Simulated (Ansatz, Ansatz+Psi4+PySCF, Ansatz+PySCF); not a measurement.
```xyz
3

O     0.0000    0.0000    0.1193
H     0.0000    0.7632   -0.4770
H     0.0000   -0.7632   -0.4770
```

Basis set: cc-pVTZ (spherical functions). Frozen core: 1 orbital. Charge 0, multiplicity 1.

Computed with Ansatz (development build ahead of 0.2.0); free ground-state atoms in the same class of orbitals, no zero-point energy, no relativity.

The atomization energy of singlet H₂O from measured heats of formation, zero-point and thermal terms removed is 10.086 eV (G2/97 set, Curtiss et al., J. Chem. Phys. 106, 1063 (1997), as shipped with ASE); it holds spin-orbit and other relativistic effects.

(1) How far do RHF-CCSD(T), RHF-MP2, UHF-MP2 miss it in this basis?

Results:

(1)

```tsv
method	atomization energy (eV)	computed − measured (eV)
RHF-CCSD(T)	9.757	-0.329
RHF-MP2	9.898	-0.188
UHF-MP2	9.904	-0.182
```
